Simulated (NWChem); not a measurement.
# C2H2F4 (norflurane): levels of theory compared

Aim: a comparison of 6 runs (HF/def2-SVP, B2PLYP/6-31G**, B2PLYP/cc-pVDZ, PBE0/def2-SVP, CAM-B3LYP/6-311G**, TPSS/aug-cc-pVDZ) of C2H2F4 (norflurane). 

Program for the calculation: NWChem 7.3.0.

## Step 1: The structure to begin with

C2H2F4: 8 atoms, total charge 0, spin state singlet. As SMILES, `FCC(F)(F)F`. The shape is that of a PBE0-D4/def2-TZVP optimisation.

Bond lengths: F1–C2 1.364 Å, C2–C3 1.514 Å, C3–F4 1.332 Å, C3–F5 1.339 Å, C3–F6 1.332 Å, C2–H7 1.092 Å, C2–H8 1.092 Å. Some angles: F1–C2–C3 109.8°, C2–C3–F4 111.9°, C2–C3–F5 108.9°, C2–C3–F6 111.9°, F4–C3–F5 108.1°, F4–C3–F6 107.9°, F5–C3–F6 108.1°, F1–C2–H7 109.7°, F1–C2–H8 109.7°, C3–C2–H7 108.6°.

## Step 2: Energy and gradient at HF/def2-SVP (run 1)

Input file c2h2f4.nw:

```
start c2h2f4
memory stack 880 mb heap 220 mb global 1100 mb

geometry units angstroms noautosym nocenter noautoz
  F     -0.224600    -1.506500     0.915200
  C     -0.211200    -0.737800    -0.211700
  C      0.211200     0.674300     0.135500
  F      1.434400     0.711300     0.662400
  F      0.217100     1.411800    -0.982100
  F     -0.624600     1.243600     1.002900
  H      0.502000    -1.148600    -0.930100
  H     -1.212300    -0.705100    -0.647900
end

basis "ao basis" spherical bse
  * library def2-SVP
end

scf
  thresh 1e-08
  maxiter 80
end

task scf gradient
```

Run with:

```console
$ nwchem c2h2f4.nw > c2h2f4.out
```

Standard output:

```text
[...]
  functions       =    94
[...]
  wavefunction    = RHF
[...]
         Total SCF energy =   -474.281330784346
      One-electron energy =  -1202.521525221634
      Two-electron energy =    455.200213673228
 Nuclear repulsion energy =    273.039980764060
        Time for solution =      9.9s
[...]
                         RHF ENERGY GRADIENTS
    atom               coordinates                        gradient
                 x          y          z           x          y          z
   1 F      -0.424432  -2.846872   1.729477   -0.000667  -0.011094   0.013444
   2 C      -0.399110  -1.394240  -0.400055   -0.000167   0.004500  -0.008298
   3 C       0.399110   1.274242   0.256058   -0.004670  -0.014586  -0.005153
   4 F       2.710623   1.344162   1.251754    0.021895  -0.000204   0.009855
   5 F       0.410260   2.667915  -1.855900   -0.000155   0.012776  -0.020941
   6 F      -1.180323   2.350063   1.895206   -0.015219   0.009391   0.015994
   7 H       0.948642  -2.170539  -1.757634    0.002582  -0.001194  -0.002958
   8 H      -2.290915  -1.332446  -1.224353   -0.003600   0.000410  -0.001944
[...]
```

Run time: 13 s. Hardware: 1 thread of AMD EPYC 7R43 (Zen 3), shared host; peak memory 0.098 GiB.

## Step 3: A single-point energy at B2PLYP/6-31G(d,p) (spherical functions) (run 2)

Input file calc.nw:

```
START calc
TITLE "C2H2F4 energy"
memory 2200 mb

GEOMETRY units angstroms noautosym nocenter noautoz
 F     -0.224600    -1.506500     0.915200
 C     -0.211200    -0.737800    -0.211700
 C      0.211200     0.674300     0.135500
 F      1.434400     0.711300     0.662400
 F      0.217100     1.411800    -0.982100
 F     -0.624600     1.243600     1.002900
 H      0.502000    -1.148600    -0.930100
 H     -1.212300    -0.705100    -0.647900
END

BASIS spherical bse
 * library 6-31G**
END

DFT
 xc hfexch 0.53 becke88 0.47 lyp 0.73 mp2 0.27
 dftmp2 semidirect
 grid fine
 convergence energy 1e-08
 iterations 100
 mulliken
END

MP2
 freeze core 6
END

TASK dft energy
```

Run with:

```console
$ nwchem calc.nw > calc.out
```

Standard output:

```text
[...]
          Wavefunction type:  closed shell.
          No. of atoms     :     8
          No. of electrons :    50
[...]
          Charge           :     0
          Spin multiplicity:     1
[...]
          AO basis - number of functions:    94
[...]
              XC Information
              --------------
                     Hartree-Fock (Exact) Exchange  0.530
                    Becke 1988 Exchange Functional  0.470
              Lee-Yang-Parr Correlation Functional  0.730
[...]
 d= 0,ls=0.0,diis     1   -475.9081690111 -7.49D+02  1.22D-02  1.61D+00     1.8
[...]
 d= 0,ls=0.0,diis     9   -476.0819597183 -4.43D-09  5.19D-07  4.35D-09    12.9
         Total DFT energy =     -476.081959718321
      One electron energy =    -1203.924276027029
           Coulomb energy =      507.706956370577
    Exchange-Corr. energy =      -52.904620825930
 Nuclear repulsion energy =      273.039980764060
[...]
      Total Density - Mulliken Population Analysis
     ---------------------------------------------
    Atom       Charge   Shell Charges
 -----------   ------   -------------------------------------------------------
    1 F    9     9.37   2.00  0.93  3.30  1.04  2.07  0.02
    2 C    6     5.89   2.00  0.68  2.00  0.49  0.64  0.07
    3 C    6     4.99   2.00  0.70  1.78  0.08  0.27  0.17
    4 F    9     9.33   2.00  0.94  3.31  1.04  2.03  0.02
    5 F    9     9.35   2.00  0.93  3.31  1.04  2.04  0.02
    6 F    9     9.33   2.00  0.94  3.31  1.04  2.03  0.02
    7 H    1     0.87   0.54  0.32  0.01
    8 H    1     0.87   0.54  0.32  0.01
[...]
  Basis functions       =     94
[...]
```

Wall time 17 s (1 thread of AMD EPYC 7R43 (Zen 3), shared host); peak memory 0.32 GiB.

Runs 3 to 4 aren't shown in full; the table further down has their settings and results.

## Step 4: Energy and forces at CAM-B3LYP/6-311G(d,p) (run 5)

Input file sp.nw:

```
start sp
memory total 2200 mb
charge 0
geometry units angstrom noautosym nocenter noautoz
 F       -0.224600      -1.506500       0.915200
 C       -0.211200      -0.737800      -0.211700
 C        0.211200       0.674300       0.135500
 F        1.434400       0.711300       0.662400
 F        0.217100       1.411800      -0.982100
 F       -0.624600       1.243600       1.002900
 H        0.502000      -1.148600      -0.930100
 H       -1.212300      -0.705100      -0.647900
end
basis spherical bse
 * library 6-311G**
end
dft
 xc xcamb88 1.00 lyp 0.81 vwn_5 0.19 hfexch 1.00
 cam 0.33 cam_alpha 0.19 cam_beta 0.46
 grid fine
 convergence energy 1e-08
 direct
 maxiter 100
 mulliken
 print medium
end
task dft gradient
```

Run with:

```console
$ nwchem sp.nw > sp.out
```

Standard output:

```text
[...]
          Wavefunction type:  closed shell.
          No. of atoms     :     8
          No. of electrons :    50
[...]
          Charge           :     0
          Spin multiplicity:     1
[...]
          AO basis - number of functions:   120
[...]
              XC Information
              --------------
                     Hartree-Fock (Exact) Exchange  1.000
                   CAM-Becke88 Exchange Functional  1.000
                      VWN V Correlation Functional  0.190 local
              Lee-Yang-Parr Correlation Functional  0.810
[...]
 d= 0,ls=0.0,diis     1   -476.5870668592 -7.50D+02  9.56D-03  2.49D+00     8.2
[...]
 d= 0,ls=0.0,diis    10   -476.7966601776 -1.33D-09  2.35D-07  1.35D-09    85.9
         Total DFT energy =     -476.796660177638
      One electron energy =    -1203.894851144614
           Coulomb energy =      507.508610267375
    Exchange-Corr. energy =      -53.450400064459
 Nuclear repulsion energy =      273.039980764060
[...]
  wavefunction    = closed shell
[...]
                         DFT ENERGY GRADIENTS
    atom               coordinates                        gradient
                 x          y          z           x          y          z
   1 F      -0.424432  -2.846872   1.729477   -0.000149   0.002171  -0.004273
   2 C      -0.399110  -1.394240  -0.400055    0.000043  -0.003290   0.005250
   3 C       0.399110   1.274242   0.256058    0.001342   0.004991   0.000568
   4 F       2.710623   1.344162   1.251754   -0.003065   0.000129  -0.001287
   5 F       0.410260   2.667915  -1.855900   -0.000016  -0.002046   0.003081
   6 F      -1.180323   2.350063   1.895206    0.002231  -0.001239  -0.002163
   7 H       0.948642  -2.170539  -1.757634    0.000355  -0.000502  -0.000677
   8 H      -2.290915  -1.332446  -1.224353   -0.000741  -0.000214  -0.000499
[...]
```

Wall time 2.1 min (1 thread of AMD EPYC 7R43 (Zen 3), shared host); peak memory 0.11 GiB.

## Step 5: Energy and forces at TPSS/aug-cc-pVDZ (run 6)

Input file a.nw:

```
start a
title "C2H2F4"
memory stack 880 mb heap 220 mb global 1100 mb
charge 0

geometry noautosym nocenter noautoz
  F       -0.224600      -1.506500       0.915200
  C       -0.211200      -0.737800      -0.211700
  C        0.211200       0.674300       0.135500
  F        1.434400       0.711300       0.662400
  F        0.217100       1.411800      -0.982100
  F       -0.624600       1.243600       1.002900
  H        0.502000      -1.148600      -0.930100
  H       -1.212300      -0.705100      -0.647900
end

basis spherical bse
  * library aug-cc-pVDZ
end

dft
  xc xtpss03 ctpss03
  grid fine
  convergence energy 1e-08
  iterations 100
  mulliken
  noprint "final vectors analysis"
end

task dft gradient
```

Run with:

```console
$ nwchem a.nw > a.out
```

Standard output:

```text
[...]
          Wavefunction type:  closed shell.
          No. of atoms     :     8
          No. of electrons :    50
[...]
          Charge           :     0
          Spin multiplicity:     1
[...]
          AO basis - number of functions:   156
[...]
              XC Information
              --------------
                  TPSS metaGGA Exchange Functional  1.000
             TPSS03 metaGGA Correlation Functional  1.000
[...]
 d= 0,ls=0.0,diis     1   -476.6893539020 -7.50D+02  1.74D-02  1.87D+00     8.6
[...]
 d= 0,ls=0.0,diis    10   -476.8929077243 -3.72D-09  2.27D-07  4.03D-09    70.6
         Total DFT energy =     -476.892907724302
      One electron energy =    -1203.137311044997
           Coulomb energy =      506.710456985824
    Exchange-Corr. energy =      -53.506034429189
 Nuclear repulsion energy =      273.039980764060
[...]
  wavefunction    = closed shell
                         DFT ENERGY GRADIENTS
    atom               coordinates                        gradient
                 x          y          z           x          y          z
   1 F      -0.424432  -2.846872   1.729477    0.000382   0.013314  -0.018555
   2 C      -0.399110  -1.394240  -0.400055    0.000950  -0.006476   0.015775
   3 C       0.399110   1.274242   0.256058    0.004972   0.017461   0.003001
   4 F       2.710623   1.344162   1.251754   -0.024537  -0.000998  -0.010660
   5 F       0.410260   2.667915  -1.855900   -0.000167  -0.015021   0.022459
   6 F      -1.180323   2.350063   1.895206    0.016639  -0.011644  -0.017470
   7 H       0.948642  -2.170539  -1.757634   -0.003904   0.002918   0.003514
   8 H      -2.290915  -1.332446  -1.224353    0.005664   0.000447   0.001937
[...]
```

It took 95 s on 1 thread of AMD EPYC 7R43 (Zen 3), shared host; peak memory 0.12 GiB.

## Step 6: All runs side by side

```
run                                 level      task  iteration cap  energy (Eh)  dipole moment (D)  HOMO energy (eV)  LUMO energy (eV)  wall time
  1                           HF/def2-SVP  gradient             80  -474.281331               2.34            -15.23              4.91       13 s
  2  B2PLYP/6-31G** (spherical functions)    energy            100  -476.386459               1.95            -11.88              3.97       17 s
  3                        B2PLYP/cc-pVDZ    energy            100  -476.436706               2.03            -11.99              3.04       24 s
  4                         PBE0/def2-SVP  gradient            100  -475.958924               1.94            -10.29              1.86       13 s
  5                    CAM-B3LYP/6-311G**  gradient            100  -476.796660               2.00            -11.87              2.33    2.1 min
  6                      TPSS/aug-cc-pVDZ  gradient            100  -476.892908               1.91                 –                 –       95 s
```

## Step 7: Outcome

| quantity | value |
| --- | --- |
| run 6: total energy | -476.89291 Eh |
| run 6: dipole moment | 1.91 D |
| run 6: largest force on an atom | 1.389 eV/Å |

The dipole moment (its size) runs from 1.91 D (TPSS/aug-cc-pVDZ) to 2.34 D (HF/def2-SVP). The two ends differ in method and basis. Over runs 1, 2, 3, 4, 5 the HOMO–LUMO gap runs from 12.15 eV (PBE0/def2-SVP) to 20.15 eV (HF/def2-SVP). Exact exchange widens orbital gaps. Totals of different functionals can't be ranked against each other. All runs together took 4.8 min, the longest 2.1 min.
